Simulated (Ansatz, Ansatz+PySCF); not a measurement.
```yaml
atoms:
  - { symbol: Si, position_ang: [0.0000, 0.0000, -0.5982] }
  - { symbol: O, position_ang: [0.0000, 0.0000, 1.0469] }
```

RHF on singlet SiO was run in several spherical basis sets with Ansatz (development build ahead of 0.2.0).

(1) Rank the basis sets by the total energy that they give, lowest first, with the distance from the lowest.
A. def2-TZVP
B. 6-31G(d)
C. cc-pVTZ
D. def2-SVP

Results:

(1) A (0.00 eV), C (0.03 eV), B (1.72 eV), D (5.53 eV).

Totals follow the description of the cores as much as that of the bonds, so this order isn't one of quality for chemistry.
